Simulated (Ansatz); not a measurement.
System: CS (charge +1, doublet). 
Coordinates optimised at B3LYP-D3(BJ)/def2-TZVP (Ansatz, a quantum-chemistry and plane-wave program):
```xyz
2

C      0.0000     0.0000    -1.0808
S      0.0000     0.0000     0.4053
```
Charge +1, spin multiplicity 2.

Basis-set convergence of Hartree-Fock and CCSD(T) correlation energies (hartree) with Ansatz. Correlated levels leave the core frozen unless marked. UHF or UKS for open shells. No spin-orbit coupling. Non-relativistic.

The UHF reference is spin-contaminated (<S^2> 0.71 over the pure value in the largest basis). The T1 diagnostic of CCSD in the largest basis is 0.091, which is high, so the coupled-cluster rows are less sure than usual.

```json
[
 {"basis": "def2-SVPD", "functions": "47", "E(HF)": "-434.80293", "E(corr, CCSD(T))": "-0.24277"},
 {"basis": "def2-TZVPPD", "functions": "88", "E(HF)": "-434.98723", "E(corr, CCSD(T))": "-0.28913"},
 {"basis": "def2-QZVPPD", "functions": "142", "E(HF)": "-434.99962", "E(corr, CCSD(T))": "-0.30575"}
]
```

Extrapolating the two largest sets (X = 3 and 4) as X^-3: E(corr) = (64·(-0.30575) - 27·(-0.28913))/37 = -0.3179 Eh, an estimate of the basis-set limit. The largest set recovers 96.2 % of it, the smallest 76.4 %.
